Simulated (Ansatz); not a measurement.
# BSiN (triplet): the correlation ladder, def2-TZVPP

One table from this session's results is given with a row withheld; the runs are named, their logs left out.

Computed with Ansatz 0.2.0, Gaussian basis. Level: def2-TZVPP, core rule «outside noble gas», up to 7 orbitals frozen.

Plan: UHF; ROHF; CCSD(T) on UHF.

2 further runs of the same task are left out: 2 set aside as unsound or not needed.

### The geometry

The geometry is a PBE0/def2-TZVP stationary point (not a proven minimum) of the parent state, kept for this charge and spin.

3 atoms, charge 0, spin multiplicity 3.

Atoms are counted from 1 here; the program's logs count them from 0.

Bond lengths: B1–N2 1.366 Å, N2–Si3 1.578 Å. Angles: B1–N2–Si3 180.0°.

Coordinates:

```xyz
3
charge 0, multiplicity 3
B     0.0000    0.0000    1.4367
N     0.0000    0.0000    0.0705
Si    0.0000    0.0000   -1.5072
```

The first run:

The input, in.yaml:

```yaml
crystal:
  periodic: [false, false, false]
  atoms:
    - {symbol: B, position_ang: [0.000000, 0.000000, 1.436730]}
    - {symbol: N, position_ang: [0.000000, 0.000000, 0.070506]}
    - {symbol: Si, position_ang: [0.000000, 0.000000, -1.507236]}
basis:
  gaussian: {orbitals: def2-TZVPP}
magnetization: {spin_polarized: true, initial_magnetization: 2}
hamiltonian: {xc: hf}
output: {orbitals: {seedname: orbitals}}
```

Command:

```
$ ansatz run in.yaml --threads 1 --pin off --events-out ev --progress --plain --max-ram 4096MiB --backend cpu
```

Among the steps run: UHF; ROHF; CCSD(T) on UHF.

One table of the session follows, with a row left open; its other results are not shown here.

It belongs to the step «Misses and costs». 

```
  method  from UCCSD(T) (meV)
    ROHF             +10449.9
     UHF                    ?
    UMP2              +1266.2
   UCCSD               +541.5
UCCSD(T)                    0
```

**Question.** Estimate the row for UHF.

The run gave: from UCCSD(T) (meV): +9947.4. In the column «from UCCSD(T) (meV)» it lies between UMP2 (+1266.2) and ROHF (+10449.9).
